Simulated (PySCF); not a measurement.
Computed with PySCF and rigid-rotor harmonic-oscillator thermochemistry at 1 bar. 'Table' is the NASA 1993 thermochemical table (part measured, part estimated). All species are closed-shell singlets. The harmonic model lacks anharmonicity and excited electronic states, which grow with temperature; levels with a mode under 35 cm⁻¹ are left out. Internal rotation in CH3C(CH3)2CH3 is treated as a harmonic vibration of one conformer, which makes the entropy rough. The table's entry may be an old estimate for CH3C(CH3)2CH3 (not checked at source).

Harmonic frequencies at PBE/def2-SVP (cm⁻¹): 211, 278, 278, 278, 321, 321, 406, 406, 406, 727, 911, 911, 911, 918, 918, 918, 1037, 1037, 1228, 1228, 1228, 1330, 1330, 1330, 1366, 1400, 1400, 1400, 1409, 1409, 1439, 1439, 1439, 2956, 2956, 2956, 2964, 3045, 3045, 3045, 3045, 3045, 3050, 3050, 3050. Point group Td; S°(298 K) = 306.4 J/mol/K at this level.

Q: Work out Cp and S° of gaseous CH3C(CH3)2CH3 at 500, 800, 1200, 1600, 2000 K from these, and set them beside the table.

A: 
```tsv
T (K)	Cp PBE/def2-SVP	Cp table	S° PBE/def2-SVP	S° table
500	187.0	188.0	385.0	384.0
800	256.4	262.1	489.2	489.5
1200	312.2	324.6	604.7	608.7
1600	344.4	365.9	699.3	708.1
2000	363.4	393.9	778.4	793.0
```
Units J/mol/K.
